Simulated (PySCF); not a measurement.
Compound: C5H9F.
Geometry (PBE0-D3(BJ)/def2-SVP, Å), atoms numbered from 1 in this order:
```
atom  x, y, z in Å
C1     1.8317   -0.8400   -0.0481
C2     0.6691   -0.1892    0.6857
C3    -0.6321   -0.2945   -0.0684
C4    -0.9720    0.6723   -1.1840
C5    -1.7146    0.7077    0.1055
F6    -3.0007    0.2723    0.1131
H7     2.7715   -0.7459    0.5168
H8     1.6463   -1.9134   -0.2121
H9     1.9835   -0.3782   -1.0364
H10    0.8946    0.8761    0.8677
H11    0.5473   -0.6474    1.6825
H12   -0.9989   -1.3147   -0.2310
H13   -1.5135    0.2743   -2.0457
H14   -0.2768    1.4868   -1.4087
H15   -1.5651    1.5469    0.7947
```

Theory: core-valence-separated Tamm–Dancoff BHandHLYP/aug-pcX-1 (pcseg-1 on H) in PySCF, non-relativistic, gas phase, PBE0-D3(BJ)/def2-SVP geometry. Absolute energies from this functional tend to lie a few eV below measured edges; no shift was applied.

The lowest roots of each edge with f over 0.003 (five at most, numbered afresh; weaker and dark ones are left out), with transition dipoles (au) in the frame of the coordinates:

| root | edge | E (eV) | μx | μy | μz |
| --- | --- | --- | --- | --- | --- |
| 1 | C | 285.31 | -0.0289 | 0.0150 | 0.0109 |
| 2 | C | 285.71 | 0.0087 | 0.0272 | 0.0408 |
| 3 | C | 285.90 | -0.0216 | -0.0287 | 0.0222 |
| 4 | C | 286.00 | 0.0338 | 0.0458 | 0.0182 |
| 5 | C | 286.03 | -0.0085 | -0.0347 | -0.0123 |
| 6 | F | 685.77 | 0.0381 | 0.0154 | 0.0018 |
| 7 | F | 686.66 | 0.0213 | 0.0090 | 0.0007 |
| 8 | F | 688.17 | 0.0117 | -0.0088 | -0.0049 |

Question: What are the oscillator strengths?

Answer: f = (2/3) ΔE |μ|², with ΔE in hartree (27.2114 eV):

```csv
root,ΔE (Eh),|μ|² (au),f,core hole on
1,10.4850,0.001179,0.008,C1
2,10.4997,0.002480,0.017,C2
3,10.5065,0.001783,0.012,C4
4,10.5101,0.003571,0.025,C1
5,10.5113,0.001428,0.010,C3
6,25.2018,0.001692,0.028,F6
7,25.2345,0.000535,0.009,F6
8,25.2899,0.000238,0.004,F6
```

Question: Molecules are fixed in this frame and the field points along y. What effective strengths 3 f cos²θ do the roots have (θ between field and μ)?

Answer: root 1 (C1): 0.005, root 2 (C2): 0.016, root 3 (C4): 0.017, root 4 (C1): 0.044, root 5 (C3): 0.025, root 6 (F6): 0.012, root 7 (F6): 0.004, root 8 (F6): 0.004. Root 4 is the strongest. Averaged over all orientations cos²θ is 1/3, which gives f back.

Hardware: an Arm Neoverse V2 with one thread, no GPU, on a shared host. Cost: 22 s.

One conformer stands for the species.
